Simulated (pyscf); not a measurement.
# Elimination: `[CH3][Zn][SH]` → `[CH4]` + `[S]=[Zn]`

Gas phase, singlet surface, charge 0. Bonds broken: C1–Zn2, S3–H7. Bonds formed: C1–H7. PySCF, gas phase, ωB97X-D3(BJ)/def2-SVP geometries. Correlated levels are frozen-core, on RHF or UHF. ΔMP2 is the change of the MP2 total energy from the triple- to the quadruple-zeta basis.

Transition state (Å):

```xyz
7

C     -1.1418     0.0719    -0.1805
Zn     1.0324     0.3374    -0.1126
S      1.4651    -1.5082     0.7986
H     -1.8257    -0.7295     0.1473
H     -1.3192     0.1924    -1.2615
H     -1.4598     0.9754     0.3646
H     -0.1872    -0.8447     0.3381
```

One imaginary mode, 1661i cm⁻¹; descent along it reached the two sides named, in the forms told below.

| bond | change | reactant side (Å) | saddle | product side |
|---|---|---|---|---|
| C1–Zn2 | breaks | 1.938 | 2.191 | 2.474 |
| S3–H7 | breaks | 1.349 | 1.839 | 5.2 |
| C1–H7 | forms | 4.4 | 1.421 | 1.098 |

Electronic energies relative to the reactant's lowest minimum found (kcal/mol):

| level | barrier | reaction energy | reverse barrier |
|---|---|---|---|
| ωB97X-D3(BJ)/def2-TZVP | 82.2 | +54.1 | 28.1 |
| PBE/def2-TZVP | 68.9 | +44.9 | 24.0 |
| r²SCAN/def2-TZVP | 72.5 | +49.1 | 23.4 |
| B3LYP-D3(BJ)/def2-TZVP | 74.7 | +44.6 | 30.1 |
| PBE0-D3(BJ)/def2-TZVP | 73.9 | +49.3 | 24.6 |
| M06-2X/def2-TZVP | 75.1 | +47.8 | 27.3 |
| ωB97M-D3(BJ)/def2-TZVP | 79.5 | +50.0 | 29.6 |
| HF/def2-TZVP | 91.6 | +46.0 | 45.6 |
| MP2/def2-QZVPP | 77.3 | +51.3 | 26.1 |
| CCSD/def2-TZVPP | 80.1 | +47.7 | 32.4 |
| CCSD(T)/def2-TZVPP | 75.5 | +46.1 | 29.4 |
| CCSD(T)/def2-TZVPP + ΔMP2(QZVPP) | 75.9 | +49.1 | 26.8 |

With CCSD(T)/def2-TZVPP + ΔMP2(QZVPP) energies and thermal terms (ideal gas, 1 atm, RRHO with modes under 100 cm⁻¹ raised to 100, one conformer, R ln 2 for rigid chiral ones), in kcal/mol:

| T (K) | ΔH‡ | ΔG‡ | ΔH | ΔG |
|---|---|---|---|---|
| 298 | 73.9 | 74.6 | +50.3 | +43.0 |
| 600 | 73.4 | 75.4 | +49.2 | +36.0 |
| 900 | 72.9 | 76.6 | +48.0 | +29.7 |
| 1200 | 72.5 | 77.9 | +46.8 | +23.7 |

On the product side the descent ends in a bound adduct, 8.5 kcal/mol under the separated species and 36.6 kcal/mol under the saddle at ωB97X-D3(BJ)/def2-TZVP. This is the saddle that the search found; another between the same sides may lie lower. The CCSD(T) − MP2 part came from Ansatz, without density fitting, on the same reference. The frozen core leaves the outer d or s,p core shells of the metals and heavy elements correlated in the MP2 and CC values, and def2-TZVPP describes them poorly, which can shift differences by a few kcal/mol. Elements up to Kr have no core potential and no relativistic terms here.
